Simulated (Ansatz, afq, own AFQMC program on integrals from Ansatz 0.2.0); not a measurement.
**Where AFQMC and coupled cluster stand for WH⁺, septet**

```xyz
2

W     0.0000    0.0000    0.0000
H     0.0000    0.0000    2.5480
```

Basis def2-TZVPP with its core potentials. Only valence electrons are correlated. AFQMC by an in-house program on the Cholesky factors that Ansatz 0.2.0 writes for its CCSD(T) run. ph-AFQMC/CISD is guided by a CISD state made of CCSD amplitudes; releasing the constraint for a short imaginary time cuts its bias at the price of noise, slowly where states lie close. Free AFQMC starts from the CCSD state and is never constrained. Its projection time is finite, and what remains of the start isn't in its error. Error bars are statistical, one sigma. No spin–orbit coupling. The metal's outer-core s and p shells are frozen, which shifts wave-function levels against functionals.

Determinant: UHF, the one that the program's search chose, which needn't be the lowest solution. The geometry is a point of a scan.

No full CI on the walks' own integrals is used here; CCSDT(Q) serves as the reference and is uncertain by about the last step of the cluster series.

Cautions: no spin-orbit coupling; outer-core shells of the metal frozen; lower spins were not checked; higher spins were not checked; the ph-AFQMC/HF walk drifts between its halves (2.1 errors).

* T1 diagnostic: 0.0332
* weight of the determinant in the CISD state: 0.957
* ⟨S²⟩ of the determinant: 12.005
* size of the correlated space: 6 electrons in 66 orbitals

```json
{"level": "MP2", "correlation energy (eV)": "-1.4382"}
{"level": "CCSD", "correlation energy (eV)": "-1.6729"}
{"level": "CCSD(T)", "correlation energy (eV)": "-1.7038"}
```

(1) Estimate where AFQMC with the constraint released lies against CCSD(T) on the same integrals.

(1) 0.22 ± 0.04 mEh below CCSD(T).

Reference: CCSDT(Q), correlation energy -1.710 eV. The released energy is read at 3.00 1/Eh, later times being too noisy (meV from the phaseless value at times in 1/Eh: -3.9 ± 0.7 at 0.60, -5.6 ± 0.6 at 1.20, -6.2 ± 1.1 at 2.00, -6.9 ± 1.0 at 3.00, -1 ± 4 at 4.20).

```csv
level,E − E(reference) (mEh),share of correlation (%)
CCSD(T),0.25,99.61
CCSDT,0.02,99.97
ph-AFQMC/HF,3.07 ± 0.34,95.11
ph-AFQMC/CISD,0.28 ± 0.02,99.56
released AFQMC,0.02 ± 0.04,99.96
free AFQMC,0.01 ± 0.03,99.99
```

Free projections are given only where their last times agree within the noise and don't stop above the reference; a slow remainder of the start can still hide under it. A walk keeps the symmetry of its determinant, which the program's search chose and which needn't be the lowest solution, so a lower state of the same spin and another symmetry isn't excluded. Released energies are given only where the last usable release times agree within the noise; a slower fall can still hide under it.
